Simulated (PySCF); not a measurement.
## BCl: script and output

Input:

```python
from pyscf import gto, scf, cc

mol = gto.M(
    atom='B 0 0 0; Cl 0 0 1.687',
    basis='lanl2dz',
    ecp={'Cl': 'lanl2dz'},
    charge=0,
    spin=0,
    verbose=4,
)
mf = scf.RHF(mol)
mf.kernel()
mycc = cc.CCSD(mf, frozen=1)
mycc.kernel()
mycc.ccsd_t()
mf.dip_moment()
print('orbital energies (hartree):', mf.mo_energy[..., max(0, mol.nelec[1]-3):mol.nelec[0]+3].round(4))
```

```bash
$ OMP_NUM_THREADS=1 python input.py
```

The log:

```
PySCF version 2.14.0

[INPUT] verbose = 4
[INPUT] num. atoms = 2
[INPUT] num. electrons = 12
[INPUT] charge = 0
[INPUT] spin (= nelec alpha-beta = 2S) = 0
[INPUT] symmetry False subgroup None
[INPUT] Mole.unit = angstrom
[INPUT] Symbol           X                Y                Z      unit          X                Y                Z       unit  Magmom
[INPUT]  1 B      0.000000000000   0.000000000000   0.000000000000 AA    0.000000000000   0.000000000000   0.000000000000 Bohr   0.0
[INPUT]  2 Cl     0.000000000000   0.000000000000   1.687000000000 AA    0.000000000000   0.000000000000   3.187967972141 Bohr   0.0

nuclear repulsion = 10.9787803095436
number of shells = 9
number of NR pGTOs = 37
number of NR cGTOs = 17
basis = lanl2dz
ecp = {'Cl': 'lanl2dz'}

******** <class 'pyscf.scf.hf.RHF'> ********
method = RHF
initial guess = minao
damping factor = 0
level_shift factor = 0
DIIS = <class 'pyscf.scf.diis.CDIIS'>
diis_start_cycle = 1
diis_space = 8
diis_damp = 0
SCF conv_tol = 1e-09
SCF conv_tol_grad = None
SCF max_cycles = 50
direct_scf = True
direct_scf_tol = 1e-13
Set gradient conv threshold to 3.16228e-05
Initial guess from minao.
init E= -37.2038368226865
  HOMO = -0.115416538506769  LUMO = 0.0963469074213367  gap/eV = 5.76238
cycle= 1 E= -39.0945062108218  delta_E= -1.89  |g|= 0.708  |ddm|= 3.35
  HOMO = -0.327302602323613  LUMO = 0.0665650400422133  gap/eV = 10.71768
cycle= 2 E= -39.2677933514893  delta_E= -0.173  |g|= 0.346  |ddm|= 1.04
  HOMO = -0.388380498131399  LUMO = 0.0471339456027932  gap/eV = 11.85095
cycle= 3 E= -39.3055121420085  delta_E= -0.0377  |g|= 0.0492  |ddm|= 0.465
  HOMO = -0.38439753513285  LUMO = 0.0614031537401249  gap/eV = 12.13085
cycle= 4 E= -39.3074136335602  delta_E= -0.0019  |g|= 0.012  |ddm|= 0.144
  HOMO = -0.384516799084192  LUMO = 0.0598950727585138  gap/eV = 12.09306
cycle= 5 E= -39.3075861417777  delta_E= -0.000173  |g|= 0.00161  |ddm|= 0.05
  HOMO = -0.384346098451839  LUMO = 0.0602304545117196  gap/eV = 12.09754
cycle= 6 E= -39.3075879571507  delta_E= -1.82e-06  |g|= 0.000209  |ddm|= 0.00441
  HOMO = -0.384291430130007  LUMO = 0.0602524325315787  gap/eV = 12.09665
cycle= 7 E= -39.3075879867367  delta_E= -2.96e-08  |g|= 2.6e-05  |ddm|= 0.000601
  HOMO = -0.384297326990293  LUMO = 0.0602419830119785  gap/eV = 12.09653
cycle= 8 E= -39.3075879872276  delta_E= -4.91e-10  |g|= 2.64e-06  |ddm|= 7.47e-05
  HOMO = -0.384297000038607  LUMO = 0.060242023702191  gap/eV = 12.09652
Extra cycle  E= -39.3075879872333  delta_E= -5.68e-12  |g|= 8.86e-07  |ddm|= 8.45e-06
converged SCF energy = -39.3075879872333

******** <class 'pyscf.cc.ccsd.CCSD'> ********
CC2 = 0
CCSD nocc = 5, nmo = 16
frozen orbitals 1
max_cycle = 50
direct = 0
conv_tol = 1e-07
conv_tol_normt = 1e-05
diis_space = 6
diis_start_cycle = 0
diis_start_energy_diff = 1e+09
Init t2, MP2 energy = -39.3822475805443  E_corr(MP2) -0.074659593311069
Init E_corr(CCSD) = -0.0746595933115874
cycle = 1  E_corr(CCSD) = -0.0854462689833508  dE = -0.0107866757  norm(t1,t2) = 0.0664463
cycle = 2  E_corr(CCSD) = -0.091757393260001  dE = -0.00631112428  norm(t1,t2) = 0.0289269
cycle = 3  E_corr(CCSD) = -0.0950685708626758  dE = -0.0033111776  norm(t1,t2) = 0.0157114
cycle = 4  E_corr(CCSD) = -0.0960935691637521  dE = -0.0010249983  norm(t1,t2) = 0.00469216
cycle = 5  E_corr(CCSD) = -0.0959427787315317  dE = 0.000150790432  norm(t1,t2) = 0.00125274
cycle = 6  E_corr(CCSD) = -0.0959716644975653  dE = -2.8885766e-05  norm(t1,t2) = 0.000201475
cycle = 7  E_corr(CCSD) = -0.0959601310390166  dE = 1.15334585e-05  norm(t1,t2) = 4.72306e-05
cycle = 8  E_corr(CCSD) = -0.0959619980838907  dE = -1.86704487e-06  norm(t1,t2) = 1.18254e-05
cycle = 9  E_corr(CCSD) = -0.0959619065990544  dE = 9.14848363e-08  norm(t1,t2) = 2.62131e-06
CCSD converged
E(CCSD) = -39.40354989383233  E_corr = -0.09596190659905443
CCSD(T) correction = -0.00316853240436593
Dipole moment(X, Y, Z, Debye): -0.00000, -0.00000,  0.83198
orbital energies (hartree): [-0.5362 -0.5362 -0.3843  0.0602  0.0602  0.1899]
```

In short: E(SCF) = -39.307588 Eh, 8 cycles, E(CCSD) − E(SCF) = -0.09596 Eh, (T) = -0.00317 Eh, μz(SCF) = 0.83 D.

Hardware: Arm Neoverse V2, 1 thread, shared host. Wall time 0.71 s, peak memory 0.11 GiB.

Stability towards an unrestricted solution was not tested. The bond length is a typed value, not an optimised one.
